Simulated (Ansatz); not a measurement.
Lattice parameter a (Å) of solids drawn from the class of elemental solids other than molecular ones, at two levels: PBE (PAW; Ansatz, an electronic-structure program), and PBE0 (Ansatz, plane waves, PAW).

```
solid                   PBE   PBE0  shift (%)
--------------------  -----  -----  ---------
diamond-structure Ge  5.761  5.678      -1.44
fcc Rh                3.830  3.781      -1.28
fcc Sr                6.030  6.120      +1.49
bcc V                 2.997  2.962      -1.17
bcc W                 3.184  3.165      -0.60
bcc Ba                5.021  5.137      +2.31
fcc Pd                3.943  3.911      -0.81
bcc Na                4.197  4.226      +0.69
```

The shifts run from -1.44 % to +2.31 %, with a median of -0.70 %.

Over all 8 rows PBE0 is the larger in 3.

Ansatz's runs of these crystals have no spin polarisation. Meta-GGA and hybrid levels favour moments, which can bear on fcc Rh, bcc V, fcc Pd.

Spin–orbit coupling is left out, also for the solids with elements from indium on (bcc W, bcc Ba); its size isn't shown.

Caveats: the gap of the solid is closed in this run (PBE: diamond-structure Ge). Ansatz's density-functional and Hartree–Fock values are scalar-relativistic unless marked +SOC, with PAW data made under PBE.
